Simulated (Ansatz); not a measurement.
# Ladder of methods for the equilibrium volume per atom of corundum Cr2O3

Reference value: 9.64 Å³/atom (measured, temperature not stated, no zero-point or thermal correction; as tabulated in Sawada, Mater. Res. Bull. 29, 239 (1994) (COD 9015000)).

Task: Put these levels in order of the equilibrium volume per atom that they give for corundum Cr2O3, smallest first: PBE (Ansatz, a quantum-chemistry and plane-wave program), rVV10 (Ansatz), r²SCAN (Ansatz).

Result: r²SCAN (9.63 Å³/atom), PBE (9.72 Å³/atom), rVV10 (9.85 Å³/atom)

Differences against the reference: PBE +0.8 %, rVV10 +2.2 %, r²SCAN -0.1 %.

The measured value isn't corrected to a static lattice, so vibrations enter the comparison. A static lattice is as a rule a little smaller than the measured one. Spin-polarised runs: PBE (opposed moments), r²SCAN (opposed moments), rVV10 (opposed moments). Cutoffs and k meshes differ between the levels. Ansatz's density-functional and Hartree–Fock values are scalar-relativistic unless marked +SOC, with PAW data made under PBE.

Differences are worked out from the printed values.
